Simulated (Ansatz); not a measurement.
Input file:

```yaml
crystal:
  periodic: [false, false, false]
  atoms:
    - {symbol: C, position_ang: [0.000000, 0.000000, 1.427300]}
    - {symbol: B, position_ang: [0.000000, 0.000000, -0.109700]}
    - {symbol: O, position_ang: [0.000000, 0.000000, -1.317600]}
basis:
  gaussian: {orbitals: cc-pVTZ}
total_charge: 1
magnetization: {spin_polarized: true, initial_magnetization: 2}
hamiltonian: {xc: {name: PBE}}
correlation: {method: rpa, electrons: outside_noble_gas}
```

```sh
$ ansatz run in.yaml --threads 2 --pin off --events-out ev --progress --plain --max-ram 16896MiB --backend cuda --devices 0, --max-vram 18GiB
```

Output:

```
548 factors; integrals over basis functions are off by at most 1.5e-3 eV
mean field evaluation 1: about -3716.7920 eV, gradient 8.0e1 eV
mean field evaluation 2: about -3716.7846 eV, gradient 8.0e1 eV
mean field evaluation 4: about -3732.0083 eV, gradient 3.2e1 eV
mean field evaluation 8: about -3740.6042 eV, gradient 1.4e0 eV
mean field evaluation 16: about -3740.6120 eV, gradient 5.5e-3 eV
mean field evaluation 32: about -3738.0425 eV, gradient 7.9e-5 eV
mean field evaluation 64: about -3740.6120 eV, gradient 3.1e-6 eV
mean field evaluation 96: about -3740.3169 eV, gradient 2.2e0 eV
mean field evaluation 128: about -3740.6120 eV, gradient 5.6e-6 eV
mean field -3740.61201069 eV, -137.4649559150 hartree, gradient 5.6e-6 eV, S^2 2.152394; 6 other end points of the search recorded, 0 dependent functions left out
3 core orbitals not correlated: weight in the atoms' cores, before any rotation towards them, 1.000 or more for the frozen orbitals, at most 0.000 for the correlated occupied ones
reference -3725.03727782 eV, -136.8925950390 hartree; 7, 5 occupied and 80, 82 virtual orbitals, 548 factors
Total energy: -3742.80883731 eV, -137.5456878043 hartree
```

Ran on 2 threads of AMD EPYC 7R13 with a shared H100 80 GB, shared host: 6.5 s wall, 0.86 GiB peak host memory.
